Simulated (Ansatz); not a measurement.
Program: Ansatz 0.2.0.

A structure relaxed at PBE0-D4/def2-TZVP, charge 0, multiplicity 1:

Cartesian coordinates in Å:
```
O -0.9563 -1.5546 0.1746
B 0.1740 -0.8426 -0.0234
Si 0.0881 1.1825 -0.0244
H -0.8206 -2.5068 0.1593
H 1.2148 -1.4275 -0.1953
H 0.5919 1.7043 -1.3279
H 0.9883 1.7219 1.0358
H -1.2802 1.7228 0.2012
```

Task: Give its formula and SMILES.

Result: BH5OSi, `OB[SiH3]`.

Task: Point group (tolerance 0.08 Å, 0.16 Å for H)?

Result: Cs.

Task: Summarise the bond lengths by kind.

Result: 1 × B–O 1.350 Å; 1 × H–O 0.962 Å; 1 × B–Si 2.027 Å; 1 × B–H 1.206 Å; 3 × H–Si 1.488 to 1.492 Å.
